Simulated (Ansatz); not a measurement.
System: NF$_{3}$, charge 0, singlet. NF3 (SMILES FN(F)F).
B3LYP-D3(BJ)/def2-TZVP minimum from Ansatz (a first-principles code):
```xyz
4

N     -0.0011     0.0133     0.4825
F      0.0003     1.2327    -0.1591
F      1.0712    -0.6215    -0.1057
F     -1.0707    -0.6215    -0.1104
```

Atomisation energy term by term, kcal/mol (programs: Ansatz). Radicals and triplets start from unrestricted determinants; spin-orbit coupling is neglected. Cores are frozen in correlated methods. Rows without X2C or -DK are non-relativistic. CBS(X,Y): correlation extrapolated as X^-3, Hartree-Fock from the larger set (Q,5: extrapolated as (X+1)exp(-9√X)). A bracket is a step between two methods taken in the basis named. '+ core + X2C': CCSD(T) terms for core correlation (cc-pwCVTZ) and scalar relativity (cc-pVTZ-DK).

```tsv
term	basis	kcal/mol
Hartree-Fock	CBS(cc-pVQZ,cc-pV5Z)	36.69
CCSD correlation	CBS(cc-pVQZ,cc-pV5Z)	152.65
(T)	CBS(cc-pVQZ,cc-pV5Z)	16.43
CCSDT(Q) - CCSD(T)	cc-pVDZ	1.58
core correlation	cc-pwCVTZ	0.24
scalar relativity	X2C, cc-pVTZ-DK	-0.32
sum: De		207.3
```
